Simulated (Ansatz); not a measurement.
Other spins and charges of H2Si–N, doublet at one geometry

Geometry (PBE0/def2-TZVP stationary point for this spin, not checked as a minimum):

```yaml
atoms:
  - { symbol: Si, position_ang: [0.0000, 0.0000, 0.4837] }
  - { symbol: N, position_ang: [0.0000, 0.0000, -1.1538] }
  - { symbol: H, position_ang: [0.0000, 1.2516, 1.2775] }
  - { symbol: H, position_ang: [0.0000, -1.2516, 1.2775] }
```

Basis cc-pVTZ; Ansatz 0.2.0. Only valence electrons are correlated (noble-gas cores frozen). Prefix R: restricted or restricted open-shell reference; prefix U: unrestricted. Active spaces: valence = (11e, 10o) chosen from the atoms' valence shells.

Gaps are energies of the second state less the first, at fixed atoms, for a selection of the levels run; each method lands on the state that its own search finds for that charge and spin.

Unrestricted rows (U, and Kohn–Sham where it breaks symmetry) aren't spin-pure: their determinants' ⟨S²⟩ exceeds S(S+1) by up to 0.46, so they mix in states of higher spin. A value is left out where its run failed or describes another state than the reference as far as symmetry and spin tell, or, spin-broken singlets apart, can't be checked.

Task: PBE gives 10.148 eV for removing an electron, to the triplet. Estimate what UCCSDT(Q) gives in cc-pVTZ.

Result: UCCSDT(Q) in cc-pVTZ gives 9.992 eV, so against it PBE is off by 0.156 eV.

```tsv
level	gap (eV)	error (meV)	⟨S²⟩ where 0.1 over S(S+1) (first / second)
RMP2	9.940	-52	– / –
UMP2	9.457	-535	1.21 / –
UCCSD	9.755	-237	1.21 / –
RCCSD(T)	9.960	-32	– / –
BCCD(T)	9.956	-36	– / –
RCCSDT(Q)	9.987	-5	– / –
CASSCF (valence space)	9.007	-985	– / –
NEVPT2 (valence space)	9.844	-148	– / –
B3LYP	10.027	35	– / –
```

Task: PBE gives 2.939 eV for quartet less doublet. Estimate what UCCSDT(Q) gives in cc-pVTZ.

Result: UCCSDT(Q) in cc-pVTZ gives 2.929 eV, so against it PBE is off by 0.010 eV.

```
                   level  gap (eV)  error (meV)  ⟨S²⟩ where 0.1 over S(S+1) (first / second)
                     RHF     1.592        -1337                                        – / –
                     UHF     1.718        -1211                                     1.21 / –
                    RMP2     2.956           27                                        – / –
                    UMP2     2.493         -436                                     1.21 / –
                   RCCSD     2.732         -197                                        – / –
                   UCCSD     2.726         -203                                     1.21 / –
                RCCSD(T)     2.903          -26                                        – / –
                UCCSD(T)     2.869          -60                                     1.21 / –
                 BCCD(T)     2.899          -30                                        – / –
                  RCCSDT     2.903          -26                                        – / –
                  UCCSDT     2.901          -28                                     1.21 / –
               RCCSDT(Q)     2.924           -5                                        – / –
  CASSCF (valence space)     2.986           57                                        – / –
  NEVPT2 (valence space)     2.999           70                                        – / –
  MRCISD (valence space)     2.967           38                                        – / –
MRCISD+Q (valence space)     2.949           20                                        – / –
                   SPW92     3.135          206                                        – / –
                  r2SCAN     2.721         -208                                        – / –
                    PBE0     2.660         -269                                        – / –
                   B3LYP     2.873          -56                                        – / –
                 wB97M-V     2.885          -44                                        – / –
                  B2PLYP     2.898          -31                                     0.85 / –
                 RPA-PBE     2.917          -12                                        – / –
```

Full CI isn't at hand for all of this; UCCSDT(Q) serves as the reference, and is uncertain by about the last step of the cluster series. The frozen core follows each run's orbitals, which can shift R against U totals by a few meV.
